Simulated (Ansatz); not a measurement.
# C2HSi: the cost of one run

Computed with Ansatz 0.2.0, Gaussian basis. Level: PBE0-D4/def2-SVPD.

2 further runs of the same task are left out: 2 that didn't finish.

### Step 1. Starting geometry

SMILES `C1#[Si][CH-]1`, 4 atoms, charge -1, spin multiplicity 1.

Atoms are counted from 1 here; the program's logs count them from 0.

Bond lengths: C1–Si2 1.950 Å, C1–C3 1.354 Å, Si2–C3 1.828 Å, C3–H4 1.110 Å. Angles: Si2–C1–C3 64.3°, C1–Si2–C3 41.8°, C1–C3–Si2 73.9°, C1–C3–H4 140.5°, Si2–C3–H4 145.6°.

As a file:

```
C    -0.1617   -0.9385    0.6146
Si    1.3696    0.2681    0.5909
C    -0.2548    0.1131   -0.2330
H    -0.9531    0.5572   -0.9725
```

### Step 2. Dynamics

Input file md/in.yaml:

```yaml
crystal:
  periodic: [false, false, false]
  atoms:
    - {symbol: C, position_ang: [-0.161680, -0.938470, 0.614570]}
    - {symbol: Si, position_ang: [1.369610, 0.268140, 0.590930]}
    - {symbol: C, position_ang: [-0.254810, 0.113120, -0.232960]}
    - {symbol: H, position_ang: [-0.953110, 0.557210, -0.972540]}
basis:
  gaussian: {orbitals: def2-SVPD}
total_charge: -1
hamiltonian: {xc: pbe0, dispersion: d4}
md: {n_steps: 40, timestep: 0.5, temperature: 300, ensemble: nvt_nose_hoover, seed: 826, initial_velocities: maxwell_boltzmann}
```

Launch:

```
$ ansatz run in.yaml --threads 2 --pin off --events-out ev --progress --plain --max-ram 3481MiB
```

Q: Estimate wall time and peak memory on 2 threads of Intel Xeon at 2.50GHz, shared host.

About 2.4 min, with a peak of 0.13 GiB.
